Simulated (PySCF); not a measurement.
Core-level binding energies of `C=C[S@@](C)=O`

C3H6OS.
Z-matrix (Å and degrees, PBE0-D3(BJ)/def2-SVP geometry), rows numbered from 1:
```
C 
C   1  1.3286
S   2  1.7972  1  117.66
C   3  1.8187  2   96.18  1  -117.09
O   3  1.5013  2  106.67  1    -8.04
H   1  1.0965  2  118.64  3     3.18
H   1  1.0927  2  121.80  3  -176.98
H   2  1.0951  1  125.52  3   175.13
H   4  1.0986  3  107.82  2    59.16
H   4  1.0986  3  106.27  2   177.51
H   4  1.0996  3  110.45  2   -63.05
```

Computed with PySCF 2.14.0, delta-SCF UKS SCAN, pcX-2 on the ionised atom, pcseg-1 elsewhere, spin-free X2C. Binding energies are ΔSCF values: E(core-ionised, relaxed orbitals) − E(ground state) at a fixed geometry, referred to the vacuum level.

Task: What binding energy does each computed site have?

Result: 
| atom(s) | environment | level | binding energy (eV) | above the level's lowest (eV) | count |
| --- | --- | --- | --- | --- | --- |
| C1 | terminal =CH2 carbon | C 1s | 290.60 | 0.00 | 1 |
| C2 | alkene CH carbon | C 1s | 290.99 | +0.39 | 1 |
| C4 | S-methyl carbon | C 1s | 291.24 | +0.64 | 1 |
| O5 | sulfinyl oxygen | O 1s | 536.55 | 0.00 | 1 |
| S3 | sulfinyl sulfur | S 1s | 2480.08 | 0.00 | 1 |

The listed C 1s values span 0.64 eV, from C1 (bonded to C (double bond) and 2 H) to C4 (bonded to S and 3 H). The widest gap between neighbouring values is 0.39 eV, between 290.60 and 290.99 eV.

Task: Give the binding energy of S 1s of S3 in hartree and in kJ/mol.

Result: 2480.08 eV = 91.1413 Eh = 239291 kJ/mol.

Task: Which photon energy gives electrons from S 1s of S3 a kinetic energy of 200 eV, and what is their de Broglie wavelength?

Result: hν = 2480.08 + 200 = 2680.08 eV, recoil neglected; λ = 12.264 Å/√(E/eV) = 0.87 Å.

Not every level is listed. The structure is a single PBE0-D3(BJ)/def2-SVP conformer in the gas phase; no vibrational or solvent corrections.

Hardware: an Arm Neoverse V1 with one thread, shared host. Cost: 44 s wall, 0.44 GiB resident at most.
